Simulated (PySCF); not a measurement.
# A complex of C2HF and fluoride

A gas-phase complex of C2HF and fluoride; charge -1, singlet. The structure comes from a short search (a few tight-binding starts) and was relaxed by PBE0-D3(BJ)/def2-SVPD; another way of binding may lie lower. No frequency run checks that it is a minimum.

Parts: 1 = C2HF (C#CF), atoms 1–4; 2 = fluoride ([F-]), atoms 5, charge -1.

```xyz
5

C    -0.618    0.235   -0.185
C     0.509   -0.090    0.172
F     1.708   -0.446    0.561
H    -1.855    0.601   -0.592
F    -2.917    0.914   -0.942
```
Atom numbers follow the order of the file, from 1.

Contacts between parts, classed by geometry: H4···F5 1.161 Å (bond).

Interaction energies are complex less parts, with the parts frozen as they stand in it; counterpoise-corrected, in kcal/mol (PySCF). The CCSD(T) estimate is Hartree-Fock/aug-cc-pVTZ, plus the MP2 correlation part extrapolated as X⁻³ from aug-cc-pVDZ and aug-cc-pVTZ, plus CCSD(T) less MP2 in aug-cc-pVDZ; noble-gas cores are frozen. It isn't the exact limit.

Task: How strongly do the parts interact, level by level?

Result: 
```json
{"level": "Hartree-Fock/aug-cc-pVTZ", "interaction": "-53.32", "superposition error removed": "-"}
{"level": "MP2/aug-cc-pVTZ", "interaction": "-50.32", "superposition error removed": "-1.72"}
{"level": "CCSD(T), estimated basis limit", "interaction": "-50.73", "superposition error removed": "-"}
```

Task: What holds them together? Decompose the MP2/aug-cc-pVTZ energy: frozen parts, their antisymmetrised product, then relaxation.

Result: electrostatic -70.1, Pauli repulsion +97.1, orbital relaxation -80.5, correlation +1.4 kcal/mol, which sum to the value before the counterpoise correction, the first three by Hartree-Fock. Of the attraction, 53 % is orbital relaxation, 47 % is electrostatic.
